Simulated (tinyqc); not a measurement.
UHF in the sto-3g basis, for H2O, spin multiplicity 1, step by step (part 2 of 3). This run ends on a higher stationary point, not on the lowest solution. Computed by tinyqc, a small Python program that keeps every step (integrals from PySCF). Command: `OMP_NUM_THREADS=1 python tinyqc.py 27169 27170 out.jsonl` (the two numbers bound the seeds that draw the settings). One thread of a shared host (Intel(R) Xeon(R) Processor @ 2.60GHz), about 0.2 s of CPU time with the checks.

Geometry (angstrom):
```
atom         x          y         z
O     0.000000   0.000000  0.000000
H     0.000000   1.095000  0.749000
H     0.000000  -1.095000  0.749000
```

## Iteration 2: building the Fock matrix

D(alpha) after iteration 1, order 1O 1s, 1O 2s, 1O 2px, 1O 2py, 1O 2pz, 2H 1s, 3H 1s:
$$\begin{pmatrix}
1.061434 & -0.266002 & 0.034296 & 0.000000 & 0.010072 & 0.030260 & 0.030260 \\
-0.266002 & 1.167786 & -0.190034 & 0.000000 & -0.043438 & -0.210571 & -0.210571 \\
0.034296 & -0.190034 & 0.445721 & 0.000000 & -0.388256 & 0.293097 & 0.293097 \\
0.000000 & 0.000000 & 0.000000 & 0.207861 & 0.000000 & 0.256067 & -0.256067 \\
0.010072 & -0.043438 & -0.388256 & 0.000000 & 0.774365 & 0.044610 & 0.044610 \\
0.030260 & -0.210571 & 0.293097 & 0.256067 & 0.044610 & 0.717878 & 0.086970 \\
0.030260 & -0.210571 & 0.293097 & -0.256067 & 0.044610 & 0.086970 & 0.717878
\end{pmatrix}$$

D(beta) after iteration 1, order 1O 1s, 1O 2s, 1O 2px, 1O 2py, 1O 2pz, 2H 1s, 3H 1s:
$$\begin{pmatrix}
1.061434 & -0.266002 & -0.034296 & 0.000000 & 0.010072 & 0.030260 & 0.030260 \\
-0.266002 & 1.167786 & 0.190034 & 0.000000 & -0.043438 & -0.210571 & -0.210571 \\
-0.034296 & 0.190034 & 0.445721 & 0.000000 & 0.388256 & -0.293097 & -0.293097 \\
0.000000 & 0.000000 & 0.000000 & 0.207861 & 0.000000 & 0.256067 & -0.256067 \\
0.010072 & -0.043438 & 0.388256 & 0.000000 & 0.774365 & 0.044610 & 0.044610 \\
0.030260 & -0.210571 & -0.293097 & 0.256067 & 0.044610 & 0.717878 & 0.086970 \\
0.030260 & -0.210571 & -0.293097 & -0.256067 & 0.044610 & 0.086970 & 0.717878
\end{pmatrix}$$

core Hamiltonian H = T + V (hartree), order 1O 1s, 1O 2s, 1O 2px, 1O 2py, 1O 2pz, 2H 1s, 3H 1s:
$$\begin{pmatrix}
-32.413014 & -7.539923 & 0.000000 & 0.000000 & -0.009125 & -0.727508 & -0.727508 \\
-7.539923 & -9.040770 & 0.000000 & 0.000000 & -0.114272 & -1.901571 & -1.901571 \\
0.000000 & 0.000000 & -7.210821 & 0.000000 & 0.000000 & 0.000000 & 0.000000 \\
0.000000 & 0.000000 & 0.000000 & -7.285525 & 0.000000 & -1.233257 & 1.233257 \\
-0.009125 & -0.114272 & 0.000000 & 0.000000 & -7.245774 & -0.864470 & -0.864470 \\
-0.727508 & -1.901571 & 0.000000 & -1.233257 & -0.864470 & -3.872522 & -0.468728 \\
-0.727508 & -1.901571 & 0.000000 & 1.233257 & -0.864470 & -0.468728 & -3.872522
\end{pmatrix}$$

nuclear repulsion = 6.62370358 hartree

Given earlier and not repeated: Two-electron integrals (ij|kl) in chemists' order.

J_ij = sum D_kl (ij|kl) with D = D(alpha) + D(beta), K_ij = sum D_kl (ik|jl) for each spin; F = H + J - K(s); E = tr D H + tr D J / 2 - 0.5 sum_s tr D(s) K(s) + E_nn.

Coulomb J (hartree), order 1O 1s, 1O 2s, 1O 2px, 1O 2py, 1O 2pz, 2H 1s, 3H 1s:
$$\begin{pmatrix}
16.297672 & 3.027574 & 0.000000 & 0.000000 & 0.007909 & 0.291023 & 0.291023 \\
3.027574 & 7.469609 & 0.000000 & 0.000000 & 0.123907 & 1.620357 & 1.620357 \\
0.000000 & 0.000000 & 7.410342 & 0.000000 & 0.000000 & 0.000000 & 0.000000 \\
0.000000 & 0.000000 & 0.000000 & 7.462768 & 0.000000 & 1.158513 & -1.158513 \\
0.007909 & 0.123907 & 0.000000 & 0.000000 & 7.512084 & 0.822323 & 0.822323 \\
0.291023 & 1.620357 & 0.000000 & 1.158513 & 0.822323 & 4.248151 & 0.419472 \\
0.291023 & 1.620357 & 0.000000 & -1.158513 & 0.822323 & 0.419472 & 4.248151
\end{pmatrix}$$

exchange K(alpha) (hartree), order 1O 1s, 1O 2s, 1O 2px, 1O 2py, 1O 2pz, 2H 1s, 3H 1s:
$$\begin{pmatrix}
4.879605 & 0.799013 & 0.000186 & 0.000000 & 0.001693 & 0.081001 & 0.081001 \\
0.799013 & 1.184668 & -0.063833 & 0.000000 & -0.010495 & 0.287655 & 0.287655 \\
0.000186 & -0.063833 & 0.647694 & 0.000000 & -0.275054 & 0.057014 & 0.057014 \\
0.000000 & 0.000000 & 0.000000 & 0.612268 & 0.000000 & 0.242701 & -0.242701 \\
0.001693 & -0.010495 & -0.275054 & 0.000000 & 0.957609 & 0.169098 & 0.169098 \\
0.081001 & 0.287655 & 0.057014 & 0.242701 & 0.169098 & 0.659688 & 0.071537 \\
0.081001 & 0.287655 & 0.057014 & -0.242701 & 0.169098 & 0.071537 & 0.659688
\end{pmatrix}$$

exchange K(beta) (hartree), order 1O 1s, 1O 2s, 1O 2px, 1O 2py, 1O 2pz, 2H 1s, 3H 1s:
$$\begin{pmatrix}
4.879605 & 0.799013 & -0.000186 & 0.000000 & 0.001693 & 0.081001 & 0.081001 \\
0.799013 & 1.184668 & 0.063833 & 0.000000 & -0.010495 & 0.287655 & 0.287655 \\
-0.000186 & 0.063833 & 0.647694 & 0.000000 & 0.275054 & -0.057014 & -0.057014 \\
0.000000 & 0.000000 & 0.000000 & 0.612268 & 0.000000 & 0.242701 & -0.242701 \\
0.001693 & -0.010495 & 0.275054 & 0.000000 & 0.957609 & 0.169098 & 0.169098 \\
0.081001 & 0.287655 & -0.057014 & 0.242701 & 0.169098 & 0.659688 & 0.071537 \\
0.081001 & 0.287655 & -0.057014 & -0.242701 & 0.169098 & 0.071537 & 0.659688
\end{pmatrix}$$

F(alpha) (hartree), order 1O 1s, 1O 2s, 1O 2px, 1O 2py, 1O 2pz, 2H 1s, 3H 1s:
$$\begin{pmatrix}
-20.994946 & -5.311362 & -0.000186 & 0.000000 & -0.002909 & -0.517486 & -0.517486 \\
-5.311362 & -2.755828 & 0.063833 & 0.000000 & 0.020130 & -0.568870 & -0.568870 \\
-0.000186 & 0.063833 & -0.448174 & 0.000000 & 0.275054 & -0.057014 & -0.057014 \\
0.000000 & 0.000000 & 0.000000 & -0.435025 & 0.000000 & -0.317445 & 0.317445 \\
-0.002909 & 0.020130 & 0.275054 & 0.000000 & -0.691299 & -0.211245 & -0.211245 \\
-0.517486 & -0.568870 & -0.057014 & -0.317445 & -0.211245 & -0.284058 & -0.120793 \\
-0.517486 & -0.568870 & -0.057014 & 0.317445 & -0.211245 & -0.120793 & -0.284058
\end{pmatrix}$$

F(beta) (hartree), order 1O 1s, 1O 2s, 1O 2px, 1O 2py, 1O 2pz, 2H 1s, 3H 1s:
$$\begin{pmatrix}
-20.994946 & -5.311362 & 0.000186 & 0.000000 & -0.002909 & -0.517486 & -0.517486 \\
-5.311362 & -2.755828 & -0.063833 & 0.000000 & 0.020130 & -0.568870 & -0.568870 \\
0.000186 & -0.063833 & -0.448174 & 0.000000 & -0.275054 & 0.057014 & 0.057014 \\
0.000000 & 0.000000 & 0.000000 & -0.435025 & 0.000000 & -0.317445 & 0.317445 \\
-0.002909 & 0.020130 & -0.275054 & 0.000000 & -0.691299 & -0.211245 & -0.211245 \\
-0.517486 & -0.568870 & 0.057014 & -0.317445 & -0.211245 & -0.284058 & -0.120793 \\
-0.517486 & -0.568870 & 0.057014 & 0.317445 & -0.211245 & -0.120793 & -0.284058
\end{pmatrix}$$

total energy of this density = -74.38636605 hartree

## Iteration 2: diagonalisation and new density

X, order 1O 1s, 1O 2s, 1O 2px, 1O 2py, 1O 2pz, 2H 1s, 3H 1s:
$$\begin{pmatrix}
1.022872 & -0.129876 & 0.000000 & 0.000000 & -0.003742 & 0.014251 & 0.014251 \\
-0.129876 & 1.083000 & 0.000000 & 0.000000 & 0.031935 & -0.145193 & -0.145193 \\
0.000000 & 0.000000 & 1.000000 & 0.000000 & 0.000000 & 0.000000 & 0.000000 \\
0.000000 & 0.000000 & 0.000000 & 1.038666 & 0.000000 & -0.120164 & 0.120164 \\
-0.003742 & 0.031935 & 0.000000 & 0.000000 & 1.016696 & -0.076228 & -0.076228 \\
0.014251 & -0.145193 & 0.000000 & -0.120164 & -0.076228 & 1.058949 & -0.029079 \\
0.014251 & -0.145193 & 0.000000 & 0.120164 & -0.076228 & -0.029079 & 1.058949
\end{pmatrix}$$

Diagonalise F' = X^T F X, C = X C', fill 5 alpha and 5 beta electrons from the bottom; D(s) = C_occ C_occ^T. Each column has its largest component positive (the first on a tie).

F' = X^T F X (alpha) (hartree):
$$\begin{pmatrix}
-20.627684 & -2.678948 & -0.011135 & 0.000000 & -0.023738 & -0.030692 & -0.030692 \\
-2.678948 & -1.785939 & 0.094496 & 0.000000 & 0.080989 & -0.248238 & -0.248238 \\
-0.011135 & 0.094496 & -0.448174 & 0.000000 & 0.290378 & -0.088955 & -0.088955 \\
0.000000 & 0.000000 & 0.000000 & -0.315550 & 0.000000 & -0.292270 & 0.292270 \\
-0.023738 & 0.080989 & 0.290378 & 0.000000 & -0.649351 & -0.160935 & -0.160935 \\
-0.030692 & -0.248238 & -0.088955 & -0.292270 & -0.160935 & -0.090452 & -0.050628 \\
-0.030692 & -0.248238 & -0.088955 & 0.292270 & -0.160935 & -0.050628 & -0.090452
\end{pmatrix}$$

orbital energies (alpha) (hartree): MO1 -21.001587, MO2 -1.502210, MO3 -0.873504, MO4 -0.613404, MO5 -0.410653, MO6 0.135726, MO7 0.258030

coefficients C (alpha), order 1O 1s, 1O 2s, 1O 2px, 1O 2py, 1O 2pz, 2H 1s, 3H 1s:
$$\begin{pmatrix}
0.995197 & -0.258078 & 0.013235 & 0.000000 & 0.030076 & 0.073862 & 0.000000 \\
0.020111 & 1.008957 & -0.062510 & 0.000000 & -0.193595 & -0.416117 & 0.000000 \\
-0.000081 & -0.055790 & -0.518411 & 0.000000 & 0.750284 & -0.406462 & 0.000000 \\
0.000000 & 0.000000 & 0.000000 & 0.743315 & 0.000000 & 0.000000 & 0.745110 \\
0.000899 & -0.007460 & 0.837173 & 0.000000 & 0.306091 & -0.501717 & 0.000000 \\
-0.002796 & 0.031545 & 0.050680 & 0.352301 & 0.383031 & 0.638065 & -0.694425 \\
-0.002796 & 0.031545 & 0.050680 & -0.352301 & 0.383031 & 0.638065 & 0.694425
\end{pmatrix}$$

F' = X^T F X (beta) (hartree):
$$\begin{pmatrix}
-20.627684 & -2.678948 & 0.011135 & 0.000000 & -0.023738 & -0.030692 & -0.030692 \\
-2.678948 & -1.785939 & -0.094496 & 0.000000 & 0.080989 & -0.248238 & -0.248238 \\
0.011135 & -0.094496 & -0.448174 & 0.000000 & -0.290378 & 0.088955 & 0.088955 \\
0.000000 & 0.000000 & 0.000000 & -0.315550 & 0.000000 & -0.292270 & 0.292270 \\
-0.023738 & 0.080989 & -0.290378 & 0.000000 & -0.649351 & -0.160935 & -0.160935 \\
-0.030692 & -0.248238 & 0.088955 & -0.292270 & -0.160935 & -0.090452 & -0.050628 \\
-0.030692 & -0.248238 & 0.088955 & 0.292270 & -0.160935 & -0.050628 & -0.090452
\end{pmatrix}$$

orbital energies (beta) (hartree): MO1 -21.001587, MO2 -1.502210, MO3 -0.873504, MO4 -0.613404, MO5 -0.410653, MO6 0.135726, MO7 0.258030

coefficients C (beta), order 1O 1s, 1O 2s, 1O 2px, 1O 2py, 1O 2pz, 2H 1s, 3H 1s:
$$\begin{pmatrix}
0.995197 & -0.258078 & 0.013235 & 0.000000 & -0.030076 & 0.073862 & 0.000000 \\
0.020111 & 1.008957 & -0.062510 & 0.000000 & 0.193595 & -0.416117 & 0.000000 \\
0.000081 & 0.055790 & 0.518411 & 0.000000 & 0.750284 & 0.406462 & 0.000000 \\
0.000000 & 0.000000 & 0.000000 & 0.743315 & 0.000000 & 0.000000 & 0.745110 \\
0.000899 & -0.007460 & 0.837173 & 0.000000 & -0.306091 & -0.501717 & 0.000000 \\
-0.002796 & 0.031545 & 0.050680 & 0.352301 & -0.383031 & 0.638065 & -0.694425 \\
-0.002796 & 0.031545 & 0.050680 & -0.352301 & -0.383031 & 0.638065 & 0.694425
\end{pmatrix}$$

D(alpha) after iteration 2, order 1O 1s, 1O 2s, 1O 2px, 1O 2py, 1O 2pz, 2H 1s, 3H 1s:
$$\begin{pmatrix}
1.058101 & -0.247025 & 0.030022 & 0.000000 & 0.023106 & 0.001267 & 0.001267 \\
-0.247025 & 1.059785 & -0.169136 & 0.000000 & -0.119098 & -0.045549 & -0.045549 \\
0.030022 & -0.169136 & 0.834789 & 0.000000 & -0.203929 & 0.259349 & 0.259349 \\
0.000000 & 0.000000 & 0.000000 & 0.552518 & 0.000000 & 0.261871 & -0.261871 \\
0.023106 & -0.119098 & -0.203929 & 0.000000 & 0.794607 & 0.159432 & 0.159432 \\
0.001267 & -0.045549 & 0.259349 & 0.261871 & 0.159432 & 0.274400 & 0.026168 \\
0.001267 & -0.045549 & 0.259349 & -0.261871 & 0.159432 & 0.026168 & 0.274400
\end{pmatrix}$$

D(beta) after iteration 2, order 1O 1s, 1O 2s, 1O 2px, 1O 2py, 1O 2pz, 2H 1s, 3H 1s:
$$\begin{pmatrix}
1.058101 & -0.247025 & -0.030022 & 0.000000 & 0.023106 & 0.001267 & 0.001267 \\
-0.247025 & 1.059785 & 0.169136 & 0.000000 & -0.119098 & -0.045549 & -0.045549 \\
-0.030022 & 0.169136 & 0.834789 & 0.000000 & 0.203929 & -0.259349 & -0.259349 \\
0.000000 & 0.000000 & 0.000000 & 0.552518 & 0.000000 & 0.261871 & -0.261871 \\
0.023106 & -0.119098 & 0.203929 & 0.000000 & 0.794607 & 0.159432 & 0.159432 \\
0.001267 & -0.045549 & -0.259349 & 0.261871 & 0.159432 & 0.274400 & 0.026168 \\
0.001267 & -0.045549 & -0.259349 & -0.261871 & 0.159432 & 0.026168 & 0.274400
\end{pmatrix}$$

## Iteration 54 (converged): orbitals

converged F(alpha) (hartree), order 1O 1s, 1O 2s, 1O 2px, 1O 2py, 1O 2pz, 2H 1s, 3H 1s:
$$\begin{pmatrix}
-20.278715 & -5.165857 & 0.000000 & 0.000000 & -0.019997 & -0.504820 & -0.504820 \\
-5.165857 & -2.381247 & 0.000005 & 0.000000 & -0.022976 & -0.538761 & -0.538761 \\
0.000000 & 0.000005 & -0.389114 & 0.000000 & 0.000014 & -0.000004 & -0.000004 \\
0.000000 & 0.000000 & 0.000000 & -0.151523 & 0.000000 & -0.304483 & 0.304483 \\
-0.019997 & -0.022976 & 0.000014 & 0.000000 & -0.198220 & -0.248549 & -0.248549 \\
-0.504820 & -0.538761 & -0.000004 & -0.304483 & -0.248549 & -0.260203 & -0.105444 \\
-0.504820 & -0.538761 & -0.000004 & 0.304483 & -0.248549 & -0.105444 & -0.260203
\end{pmatrix}$$

converged F(beta) (hartree), order 1O 1s, 1O 2s, 1O 2px, 1O 2py, 1O 2pz, 2H 1s, 3H 1s:
$$\begin{pmatrix}
-20.278715 & -5.165857 & 0.000000 & 0.000000 & -0.019997 & -0.504820 & -0.504820 \\
-5.165857 & -2.381247 & -0.000005 & 0.000000 & -0.022976 & -0.538761 & -0.538761 \\
0.000000 & -0.000005 & -0.389114 & 0.000000 & -0.000014 & 0.000004 & 0.000004 \\
0.000000 & 0.000000 & 0.000000 & -0.151523 & 0.000000 & -0.304483 & 0.304483 \\
-0.019997 & -0.022976 & -0.000014 & 0.000000 & -0.198220 & -0.248549 & -0.248549 \\
-0.504820 & -0.538761 & 0.000004 & -0.304483 & -0.248549 & -0.260203 & -0.105444 \\
-0.504820 & -0.538761 & 0.000004 & 0.304483 & -0.248549 & -0.105444 & -0.260203
\end{pmatrix}$$

As before.

F' = X^T F X (alpha) (hartree):
$$\begin{pmatrix}
-19.910020 & -2.665396 & -0.000001 & 0.000000 & -0.039699 & -0.024048 & -0.024048 \\
-2.665396 & -1.393423 & 0.000007 & 0.000000 & 0.070937 & -0.275904 & -0.275904 \\
-0.000001 & 0.000007 & -0.389114 & 0.000000 & 0.000015 & -0.000006 & -0.000006 \\
0.000000 & 0.000000 & 0.000000 & -0.015925 & 0.000000 & -0.313744 & 0.313744 \\
-0.039699 & 0.070937 & 0.000015 & 0.000000 & -0.130240 & -0.235554 & -0.235554 \\
-0.024048 & -0.275904 & -0.000006 & -0.313744 & -0.235554 & -0.057309 & -0.028964 \\
-0.024048 & -0.275904 & -0.000006 & 0.313744 & -0.235554 & -0.028964 & -0.057309
\end{pmatrix}$$

orbital energies (alpha) (hartree): MO1 -20.286489, MO2 -1.155534, MO3 -0.465879, MO4 -0.389399, MO5 -0.389113, MO6 0.311467, MO7 0.421609

coefficients C (alpha), order 1O 1s, 1O 2s, 1O 2px, 1O 2py, 1O 2pz, 2H 1s, 3H 1s:
$$\begin{pmatrix}
0.994749 & -0.249092 & 0.000000 & 0.071178 & 0.001471 & -0.083157 & 0.000000 \\
0.021925 & 0.951311 & 0.000000 & -0.356865 & -0.007377 & 0.447278 & 0.000000 \\
0.000000 & -0.000006 & 0.000000 & -0.020652 & 0.999787 & 0.000024 & 0.000000 \\
0.000000 & 0.000000 & 0.608289 & 0.000000 & 0.000000 & 0.000000 & 0.858889 \\
0.001842 & 0.037051 & 0.000000 & 0.736092 & 0.015188 & 0.709146 & 0.000000 \\
-0.003102 & 0.113393 & 0.463435 & 0.383281 & 0.007933 & -0.630536 & -0.625755 \\
-0.003102 & 0.113393 & -0.463435 & 0.383281 & 0.007933 & -0.630536 & 0.625755
\end{pmatrix}$$

F' = X^T F X (beta) (hartree):
$$\begin{pmatrix}
-19.910020 & -2.665396 & 0.000001 & 0.000000 & -0.039699 & -0.024048 & -0.024048 \\
-2.665396 & -1.393423 & -0.000007 & 0.000000 & 0.070937 & -0.275904 & -0.275904 \\
0.000001 & -0.000007 & -0.389114 & 0.000000 & -0.000015 & 0.000006 & 0.000006 \\
0.000000 & 0.000000 & 0.000000 & -0.015925 & 0.000000 & -0.313744 & 0.313744 \\
-0.039699 & 0.070937 & -0.000015 & 0.000000 & -0.130240 & -0.235554 & -0.235554 \\
-0.024048 & -0.275904 & 0.000006 & -0.313744 & -0.235554 & -0.057309 & -0.028964 \\
-0.024048 & -0.275904 & 0.000006 & 0.313744 & -0.235554 & -0.028964 & -0.057309
\end{pmatrix}$$

orbital energies (beta) (hartree): MO1 -20.286489, MO2 -1.155534, MO3 -0.465879, MO4 -0.389399, MO5 -0.389113, MO6 0.311467, MO7 0.421609

coefficients C (beta), order 1O 1s, 1O 2s, 1O 2px, 1O 2py, 1O 2pz, 2H 1s, 3H 1s:
$$\begin{pmatrix}
0.994749 & -0.249092 & 0.000000 & 0.071178 & -0.001471 & -0.083157 & 0.000000 \\
0.021925 & 0.951311 & 0.000000 & -0.356865 & 0.007377 & 0.447278 & 0.000000 \\
0.000000 & 0.000006 & 0.000000 & 0.020652 & 0.999787 & -0.000024 & 0.000000 \\
0.000000 & 0.000000 & 0.608289 & 0.000000 & 0.000000 & 0.000000 & 0.858889 \\
0.001842 & 0.037051 & 0.000000 & 0.736092 & -0.015188 & 0.709146 & 0.000000 \\
-0.003102 & 0.113393 & 0.463435 & 0.383281 & -0.007933 & -0.630536 & -0.625755 \\
-0.003102 & 0.113393 & -0.463435 & 0.383281 & -0.007933 & -0.630536 & 0.625755
\end{pmatrix}$$

D(alpha) after iteration 54, order 1O 1s, 1O 2s, 1O 2px, 1O 2py, 1O 2pz, 2H 1s, 3H 1s:
$$\begin{pmatrix}
1.056641 & -0.240566 & 0.000002 & 0.000000 & 0.045019 & -0.004038 & -0.004038 \\
-0.240566 & 1.032881 & -0.000011 & 0.000000 & -0.227510 & -0.029034 & -0.029034 \\
0.000002 & -0.000011 & 1.000000 & 0.000000 & -0.000017 & 0.000015 & 0.000015 \\
0.000000 & 0.000000 & 0.000000 & 0.370016 & 0.000000 & 0.281902 & -0.281902 \\
0.045019 & -0.227510 & -0.000017 & 0.000000 & 0.543439 & 0.286446 & 0.286446 \\
-0.004038 & -0.029034 & 0.000015 & 0.281902 & 0.286446 & 0.374607 & -0.054937 \\
-0.004038 & -0.029034 & 0.000015 & -0.281902 & 0.286446 & -0.054937 & 0.374607
\end{pmatrix}$$

D(beta) after iteration 54, order 1O 1s, 1O 2s, 1O 2px, 1O 2py, 1O 2pz, 2H 1s, 3H 1s:
$$\begin{pmatrix}
1.056641 & -0.240566 & -0.000002 & 0.000000 & 0.045019 & -0.004038 & -0.004038 \\
-0.240566 & 1.032881 & 0.000011 & 0.000000 & -0.227510 & -0.029034 & -0.029034 \\
-0.000002 & 0.000011 & 1.000000 & 0.000000 & 0.000017 & -0.000015 & -0.000015 \\
0.000000 & 0.000000 & 0.000000 & 0.370016 & 0.000000 & 0.281902 & -0.281902 \\
0.045019 & -0.227510 & 0.000017 & 0.000000 & 0.543439 & 0.286446 & 0.286446 \\
-0.004038 & -0.029034 & -0.000015 & 0.281902 & 0.286446 & 0.374607 & -0.054937 \\
-0.004038 & -0.029034 & -0.000015 & -0.281902 & 0.286446 & -0.054937 & 0.374607
\end{pmatrix}$$

## Convergence

Stop when the energy changes by less than 1e-10 hartree and every element of the error matrix X^T (F D S - S D F) X (for each spin) is below 3e-06.

Course of the cycle:
```
iteration   E (hartree)     change  largest element of the error matrix
1          -73.51167391          -                             1.94e-01
2          -74.38636605  -8.75e-01                             1.92e-01
3          -74.66849456  -2.82e-01                             1.11e-01
4          -74.76431710  -9.58e-02                             4.11e-02
5          -74.78759241  -2.33e-02                             2.70e-02
6          -74.79801771  -1.04e-02                             1.97e-02
7          -74.80339389  -5.38e-03                             1.58e-02
8          -74.80676564  -3.37e-03                             1.25e-02
9          -74.80892949  -2.16e-03                             1.02e-02
10         -74.81036838  -1.44e-03                             8.32e-03
11         -74.81133332  -9.65e-04                             6.84e-03
12         -74.81198679  -6.53e-04                             5.63e-03
13         -74.81243131  -4.45e-04                             4.65e-03
14         -74.81273482  -3.04e-04                             3.85e-03
...                 ...        ...                                  ...
41         -74.81339702  -1.22e-08                             2.45e-05
42         -74.81339703  -8.40e-09                             2.03e-05
43         -74.81339703  -5.78e-09                             1.68e-05
44         -74.81339704  -3.97e-09                             1.39e-05
45         -74.81339704  -2.73e-09                             1.16e-05
46         -74.81339704  -1.88e-09                             9.59e-06
47         -74.81339704  -1.29e-09                             7.96e-06
48         -74.81339704  -8.89e-10                             6.60e-06
49         -74.81339705  -6.11e-10                             5.47e-06
50         -74.81339705  -4.21e-10                             4.54e-06
51         -74.81339705  -2.89e-10                             3.76e-06
52         -74.81339705  -1.99e-10                             3.12e-06
53         -74.81339705  -1.37e-10                             2.59e-06
54         -74.81339705  -9.42e-11                             2.15e-06
```

PySCF UHF in the same basis, after a stability check = -74.82260899 hartree

Converged in 54 iterations. But the solution lies 0.00921 hartree above the reference: it is another stationary point, not the lowest one. Reruns (cap 100 unless said): DIIS 8: converged in 13 to a higher stationary point; damping 0.5: not converged; level shift 0.5: converged in 94 to a higher stationary point; atomic densities as start, DIIS 8: converged in 8 to a higher stationary point.
